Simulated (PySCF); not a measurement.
P₄, triplet: structure and spectrum

Level of theory: PySCF, UPBE0, basis P def2-TZVP (no relativity, density fitting).

The structure is a minimum.

```json
{"Point group": "C2v", "Bond lengths": "P–P 2.178 Å (×4), P–P 2.233 Å", "Bond angles": "P–P–P 59.2° (×4), P–P–P 61.7° (×2), P–P–P 87.4° (×2)", "Highest occupied level (α)": "-6.16 eV", "Heat capacity Cp at 298.15 K": "69.2 J/(mol K)", "Principal quadrupole moments (Buckingham, traceless) about the centre of mass": "-1.07, -0.70, 1.77 D Å", "Zero-point energy": "14.8 kJ/mol", "Principal polarisabilities": "70.7, 86.4, 106.5 bohr³", "Spin squared ⟨S²⟩": "2.014", "Rotational constants": "0.146, 0.0945, 0.07752 cm⁻¹", "Lowest empty level (β)": "-3.53 eV", "Dipole moment": "0.13 D", "Atomisation energy without zero-point energy": "1031 kJ/mol", "Enthalpy at 298.15 K above 0 K": "14.82 kJ/mol", "Rotational symmetry number": "2", "Entropy at 298.15 K and 1 bar (electronic part: spin only)": "309.7 J/(mol K)"}
```

Harmonic modes (masses in u: P 30.974):
```
symmetry  ω (cm⁻¹)  IR (km/mol)
      a1       243          0.5
      a2       348          0.0
      a1       377          0.2
      b2       432          0.0
      b1       495          2.7
      a1       583          0.3
```

In C2v the vibrations span 3a1 + a2 + b2 + b1. The a2 mode carries no infrared intensity, as symmetry demands.

Charges (e):
```csv
atom,Mulliken,Löwdin,polar tensor,spin (Mulliken),Mayer order to P1
P1,0.00,0.01,0.03,0.95,–
"P2,4",0.00,-0.01,-0.03,0.05,1.12
P3,0.00,0.01,0.03,0.95,0.20
```
Other Mayer orders above 0.3: P–P 0.97, P–P 1.12 (×2).

Mulliken populations on P1: s 5.86, p 8.98, d 0.16, f 0.01.

Outer orbital energies (eV). α occupied: -13.96, -10.19, -9.26, -9.18, -9.08, -7.52, -6.52, -6.16; empty: -1.70, -0.60, -0.52, -0.31. β occupied: -16.25, -15.24, -12.99, -9.60, -8.93, -8.61, -8.52, -7.25; empty: -3.53, -2.74, -1.46, -0.49.

This need not be the most stable arrangement of these atoms. At this level a singlet minimum of Td symmetry lies 199 kJ/mol below this structure.

The final relaxation and frequency run took 70 s on 4 threads of a shared Arm Neoverse V2 host, with 148 basis functions and 12 gradients; the process peaked at 1.6 GiB.
